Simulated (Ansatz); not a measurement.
Elements on the sites of an ideal zinc blende lattice, at a guessed lattice constant:

```xyz
16
Lattice="-5.5599 5.5599 0.0000 -5.5599 0.0000 5.5599 0.0000 5.5599 5.5599" Properties=species:S:1:pos:R:3 pbc="T T T"
Al    0.0000    0.0000    0.0000
Al   -5.5599    5.5599    5.5599
Ga   -2.7799    2.7799    0.0000
Ga   -2.7799    0.0000    2.7799
Ga    0.0000    2.7799    2.7799
Ga   -5.5599    2.7799    2.7799
Ga   -2.7799    5.5599    2.7799
Ga   -2.7799    2.7799    5.5599
As   -9.7298    6.9499    6.9499
As   -6.9499    4.1699    6.9499
As   -6.9499    6.9499    4.1699
As   -9.7298    9.7298    9.7298
As   -4.1699    4.1699    4.1699
As   -6.9499    6.9499    9.7298
As   -6.9499    9.7298    6.9499
As   -4.1699    6.9499    6.9499
```

Cell and atoms were relaxed without symmetry on coarser meshes and computed once more. Level of theory: DFT PBE, scalar-relativistic, plane waves, PAW (Ansatz 0.2.0).

Settings: cutoff 420 eV, Γ-centred mesh 5×5×5 on the computed 16-atom cell, Gaussian smearing of 0.02 eV; no spin polarisation.

The relaxation ran on 2×2×2 (shifted) and then 3×3×3 k points with a smearing of 0.1 eV, from sites shaken by 0.02 Å.

Task: What does the relaxation give?

Result: A volume of 23.65 Å³/atom and a gap on the mesh of 0.54 eV. It lies 0.38 eV/atom below the elements' standard states (static lattices, no corrections for gases). The atoms leave their sites by 0.01 Å (root mean square) and 0.02 Å at most, and the cell stretches by up to 0.1 % at fixed volume.

```
CELL_PARAMETERS angstrom
-5.73928 5.73930 -0.00316
-5.73932 -0.00319 5.73934
0.00320 5.73935 5.73936
ATOMIC_POSITIONS crystal
Al 0.00048 0.00013 0.00069
Al 0.50047 0.50014 0.50071
Ga 0.50049 0.99929 0.99965
Ga 0.99946 0.49998 0.99990
Ga 0.99966 0.99911 0.50066
Ga 0.49964 0.49911 0.00066
Ga 0.49951 0.99999 0.49989
Ga 0.00051 0.49929 0.49964
As 0.87514 0.87488 0.37454
As 0.37524 0.87399 0.37530
As 0.87432 0.37475 0.37550
As 0.87589 0.87542 0.87608
As 0.37591 0.37543 0.37607
As 0.37433 0.87475 0.87548
As 0.87523 0.37398 0.87529
As 0.37510 0.37488 0.87456
```

The gap is read on a mesh, which can miss the band edges, so it can be too wide.

Cost: 2 runs of about 13 core-minutes in all (earlier runs that led there not counted), on Arm Neoverse V1 (shared hosts).